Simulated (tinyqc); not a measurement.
Worked calculation: Hueckel theory of the pi electrons with the omega technique, for the molecule C=CC(=C)C=O (SMILES; centres numbered as the heavy atoms are written). One step of it, computed by the program tinyqc.

Task: Orbitals, round 2. Diagonalise; E = alpha + x beta with beta < 0, so the largest x are filled first; degenerate levels share their electrons. P = sum n_i c_ri c_si; each orbital has its largest coefficient positive (the first on a tie).

matrix after round 1, order 1C, 2C, 3C, 4C, 5C, 6O:
$$\begin{pmatrix}
-0.003794 & 1.000000 & 0.000000 & 0.000000 & 0.000000 & 0.000000 \\
1.000000 & 0.001348 & 1.000000 & 0.000000 & 0.000000 & 0.000000 \\
0.000000 & 1.000000 & -0.007900 & 1.000000 & 1.000000 & 0.000000 \\
0.000000 & 0.000000 & 1.000000 & 0.062294 & 0.000000 & 0.000000 \\
0.000000 & 0.000000 & 1.000000 & 0.000000 & 0.103611 & 1.000000 \\
0.000000 & 0.000000 & 0.000000 & 0.000000 & 1.000000 & 0.844441
\end{pmatrix}$$

pi electrons, sum of z_r less the charge = 6

Give: x values; occupations; coefficients; charge and bond-order matrix P.

Result:

x values: [2.0439, 1.3284, 0.6592, -0.3009, -0.8494, -1.8812]

occupations: [2.0000, 2.0000, 2.0000, 0.0000, 0.0000, 0.0000]

coefficients, order 1C, 2C, 3C, 4C, 5C, 6O:
$$\begin{pmatrix}
0.1770 & -0.3509 & 0.5852 & 0.2595 & 0.6090 & 0.2546 \\
0.3624 & -0.4675 & 0.3880 & -0.0771 & -0.5150 & -0.4779 \\
0.5633 & -0.2695 & -0.3300 & -0.2362 & -0.1709 & 0.6452 \\
0.2843 & -0.2128 & -0.5527 & 0.6504 & 0.1875 & -0.3319 \\
0.5090 & 0.3202 & -0.0554 & -0.5041 & 0.4713 & -0.3987 \\
0.4244 & 0.6617 & 0.2992 & 0.4401 & -0.2783 & 0.1463
\end{pmatrix}$$

charge and bond-order matrix P, order 1C, 2C, 3C, 4C, 5C, 6O:
$$\begin{pmatrix}
0.9939 & 0.9106 & 0.0023 & -0.3969 & -0.1094 & 0.0360 \\
0.9106 & 1.0009 & 0.4042 & -0.0239 & 0.0266 & -0.0789 \\
0.0023 & 0.4042 & 0.9975 & 0.7997 & 0.4374 & -0.0759 \\
-0.3969 & -0.0239 & 0.7997 & 0.8632 & 0.2143 & -0.3711 \\
-0.1094 & 0.0266 & 0.4374 & 0.2143 & 0.7295 & 0.8227 \\
0.0360 & -0.0789 & -0.0759 & -0.3711 & 0.8227 & 1.4149
\end{pmatrix}$$
